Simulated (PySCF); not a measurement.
**NEVPT2(13,10)/STO-3G run of CH2F (SMILES [CH2]F)**

What is the energy change on altering one bond length of CH2F at NEVPT2(13,10)/STO-3G? Input form: a Python script.

The calculation is run with PySCF 2.14.0.

11 further runs of the same task are left out: 3 that didn't finish, 8 set aside as unsound or not needed.

## Step 1: The structure to begin with

The species is CH2F (4 atoms), meant as a doublet with charge 0. As SMILES, `[CH2]F`. The coordinates come from a PBE0-D4/def2-TZVP relaxation.

Bond lengths: C1–F2 1.331 Å, C1–H3 1.082 Å, C1–H4 1.082 Å. Angles: F2–C1–H3 115.1°, F2–C1–H4 115.1°, H3–C1–H4 124.6°.

## Step 2: A single-point energy at NEVPT2(13,10)/STO-3G

The input, input.py:

```python
# [CH2]F
import numpy
from pyscf import gto, scf, mp, mcscf, mrpt

mol = gto.M(
    atom='''
C     -0.056881    -0.108848    -0.247743
F      1.795240     1.311470     0.688994
H     -1.789382     0.892518    -0.666128
H      0.051023    -2.095139     0.224877
''',
    verbose=3,
    charge=0,
    unit='bohr',
    spin=1,
    basis='sto-3g',
    max_memory=1860,
)

mf = scf.ROHF(mol)
mf.conv_tol = 1e-10
mf.kernel()
if not mf.converged:
    mf = mf.newton().run(mf.mo_coeff, mf.mo_occ)

pt = mp.MP2(scf.addons.convert_to_uhf(mf)).run()
noons, natorbs = mcscf.addons.make_natural_orbitals(pt)
print('natural occupations', numpy.round(noons[:40], 4))
cas = mcscf.CASSCF(mf, 10, 13)
cas.fix_spin_(ss=0.75)
cas.natorb = True
cas.kernel(natorbs)
e_pt2 = mrpt.NEVPT(cas).kernel()
energy = cas.e_tot + e_pt2
print('E = %.10f Eh' % energy)
```

Started as:

```console
$ OMP_NUM_THREADS=1 python input.py
```

Standard output:

```text
converged SCF energy = -136.530303268359
E(UMP2) = -136.586570271076  E_corr = -0.0562670027177836
E(SCS-UMP2) = -136.591736657371  E_corr = -0.0614333890122602
natural occupations [2.     2.     1.9994 1.998  1.9947 1.9919 1.9899 1.9834 1.0046 0.0182
 0.0102 0.0096]
CASSCF energy = -136.612372889030
CASCI E = -136.612372889030  E(CI) = -48.9449592905488  S^2 = 0.7500000
Sr    (-1)',   E = -0.00000000000000
Si    (+1)',   E = -0.00017365818466
Sijrs (0)  ,   E = 0.00000000000000
Sijr  (+1) ,   E = -0.00000000000000
Srsi  (-1) ,   E = -0.00000000000000
Srs   (-2) ,   E = 0.00000000000000
Sij   (+2) ,   E = -0.00010726438476
Sir   (0)' ,   E = -0.00000000000000
Nevpt2 Energy = -0.000280922569421
E = -136.6126538116 Eh
```

It took 17 s on 1 thread of Arm Neoverse V1, shared host; peak memory 0.16 GiB.

## Step 3: The distorted shape, same level

The input, mol.xyz:

```xyz
4

C     -0.041518     0.152578    -0.181110
F      0.938582     0.904178     0.314590
H     -0.958318     0.682478    -0.402510
H      0.027000    -1.108700     0.119000
```

The input, run.py:

```python
import numpy
from pyscf import gto, scf, mp, mcscf, mrpt

mol = gto.M(
    atom='mol.xyz',
    charge=0,
    max_memory=1860,
    spin=1,
    basis='sto-3g',
    verbose=3,
)

mf = mol.ROHF()
mf.conv_tol = 1e-10
mf.kernel()
if not mf.converged:
    mf = mf.newton().run(mf.mo_coeff, mf.mo_occ)

pt = mp.MP2(scf.addons.convert_to_uhf(mf)).run()
noons, natorbs = mcscf.addons.make_natural_orbitals(pt)
print('natural occupations', numpy.round(noons[:40], 4))
cas = mcscf.CASSCF(mf, 10, 13)
cas.fix_spin_(ss=0.75)
cas.natorb = True
cas.kernel(natorbs)
e_pt2 = mrpt.NEVPT(cas).kernel()
e_tot = cas.e_tot + e_pt2
print('E = %.10f Eh' % e_tot)
```

Started as:

```console
$ OMP_NUM_THREADS=1 python run.py
```

Standard output:

```text
converged SCF energy = -136.50277327221
E(UMP2) = -136.564857949768  E_corr = -0.0620846775577117
E(SCS-UMP2) = -136.570694887829  E_corr = -0.0679216156186336
natural occupations [2.     2.     1.9994 1.9976 1.9947 1.9911 1.9851 1.9816 1.0044 0.0198
 0.0163 0.01  ]
CASSCF energy = -136.594985549301
CASCI E = -136.594985549301  E(CI) = -48.4289520973574  S^2 = 0.7500000
Sr    (-1)',   E = -0.00000000000000
Si    (+1)',   E = -0.00016390308071
Sijrs (0)  ,   E = 0.00000000000000
Sijr  (+1) ,   E = -0.00000000000000
Srsi  (-1) ,   E = -0.00000000000000
Srs   (-2) ,   E = 0.00000000000000
Sij   (+2) ,   E = -0.00009627599920
Sir   (0)' ,   E = -0.00000000000000
Nevpt2 Energy = -0.000260179079904
E = -136.5952457284 Eh
```

Wall time 17 s (1 thread of Arm Neoverse V1, shared host); peak memory 0.16 GiB.

## Step 4: Summary of results

At NEVPT2(13,10)/STO-3G:

| quantity | value |
| --- | --- |
| first shape: total energy | -136.61265 Eh |
| first shape: dipole moment (Hartree–Fock density) | 0.91 D |
| distorted shape: total energy | -136.59525 Eh |
| distorted shape: dipole moment (Hartree–Fock density) | 0.89 D |
| energy change with the C1–H4 bond stretched from 1.082 to 1.298 Å | 0.474 eV |

With the C1–H4 bond stretched from 1.082 to 1.298 Å the energy rises by 0.47 eV (45.7 kJ/mol). The first shape isn't relaxed at this level, so the change isn't measured from a minimum. The minimal basis adds a large error of its own. Mulliken charges (first shape) of the mean-field density run from -0.13 on F2 to +0.06 on H3; they depend strongly on the basis.
